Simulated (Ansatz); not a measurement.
# CCSD(T) against full CI for several species

Each species is computed at the geometry given (Å), with frozen cores, in Ansatz 0.2.0: RHF-CCSD(T) for singlets, UHF-CCSD(T) otherwise, and full CI in the same basis. The program picks the determinant by trial CCSD, so it needn't be the lowest Hartree–Fock solution. States: GeH4 A1, HfH2 Σg⁺ or Δg, PH3⁺ A', SiH2 A1. Cases whose determinant has another symmetry than full CI's state, or whose (Q) step broke down, weren't drawn. No spin–orbit coupling is included; scalar relativity enters only through core potentials past Kr.

Problem. Judging by size, spin and bonding and the diagnostics given, rank them by the size of CCSD(T)'s error in total energy against full CI in the same basis, smallest first (an estimate).
A. HfH2, singlet, def2-TZVP: Hf 0.000 0.000 0.000; H 0.000 0.000 -1.912; H 0.000 0.000 1.912. T1 0.011, (T) -93 meV in a correlation energy of -3.05 eV
B. SiH2, singlet, cc-pVTZ: Si 0.000 -0.051 0.000; H 0.000 0.707 -1.278; H 0.000 0.707 1.278. T1 0.014, (T) -103 meV in a correlation energy of -3.83 eV
C. PH3⁺, quartet, cc-pVDZ: P 0.000 0.000 -0.033; H 1.354 0.015 0.341; H -0.690 1.167 0.334; H -0.666 -1.180 0.337. T1 0.028, (T) -100 meV in a correlation energy of -3.33 eV
D. GeH4, singlet, 6-31G: Ge 0.000 0.000 0.000; H 0.884 0.887 0.886; H -0.888 -0.884 0.886; H -0.884 0.885 -0.889; H 0.887 -0.888 -0.882. T1 0.009, (T) -27 meV in a correlation energy of -2.34 eV

Solution. D (10.1 meV), B (28.3 meV), A (41.8 meV), C (105.7 meV).

```json
{"species": "GeH4, singlet", "basis": "6-31G", "correlated electrons": "8", "CCSD(T) − full CI (meV)": "10.1", "CCSDT(Q) − full CI (meV)": "0.2", "unpaired electrons (full CI)": "0.03", "T1": "0.009", "⟨S²⟩ of the determinant": "0.00"}
{"species": "SiH2, singlet", "basis": "cc-pVTZ", "correlated electrons": "6", "CCSD(T) − full CI (meV)": "28.3", "CCSDT(Q) − full CI (meV)": "0.8", "unpaired electrons (full CI)": "0.13", "T1": "0.014", "⟨S²⟩ of the determinant": "0.00"}
{"species": "HfH2, singlet", "basis": "def2-TZVP", "correlated electrons": "6", "CCSD(T) − full CI (meV)": "41.8", "CCSDT(Q) − full CI (meV)": "1.0", "unpaired electrons (full CI)": "0.32", "T1": "0.011", "⟨S²⟩ of the determinant": "0.00"}
{"species": "PH3⁺, quartet", "basis": "cc-pVDZ", "correlated electrons": "7", "CCSD(T) − full CI (meV)": "105.7", "CCSDT(Q) − full CI (meV)": "5.2", "unpaired electrons (full CI)": "3.17", "T1": "0.028", "⟨S²⟩ of the determinant": "3.76"}
```

Unpaired electrons are Σ n²(2−n)² over natural occupations; an open shell counts its own unpaired electrons too. Frozen cores follow each run's orbitals, which moves totals by a few meV.
